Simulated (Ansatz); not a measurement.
A calculation with Ansatz (development build ahead of 0.2.0).

```yaml
crystal:
  periodic: [false, false, false]
  atoms:
    - { symbol: C, position_ang: [-0.02672, -0.42492, -0.09245] }
    - { symbol: O, position_ang: [-0.01462, -0.42676, 1.18499] }
    - { symbol: "N", position_ang: [0.04844, 0.668, -0.85783] }
    - { symbol: H, position_ang: [0.04993, -1.36023, -0.64199] }
    - { symbol: H, position_ang: [-0.02392, 0.57221, -1.89689] }
    - { symbol: H, position_ang: [-0.04206, 1.61317, -0.40962] }
basis:
  gaussian: { orbitals: aug-cc-pVDZ }
hamiltonian:
  xc: hf
correlation:
  method: mp2
  frozen_orbitals: { C: 1, H: 0, "N": 1, O: 1 }
```

The input is written out in the form of the current development build from the run's settings.

Output:

- Converged: yes
- Reference energy: -168.94928 hartree
- Correlation energy: -0.51832 hartree
- Total energy: -169.46760 hartree
- Spin squared of the determinant: 0.000
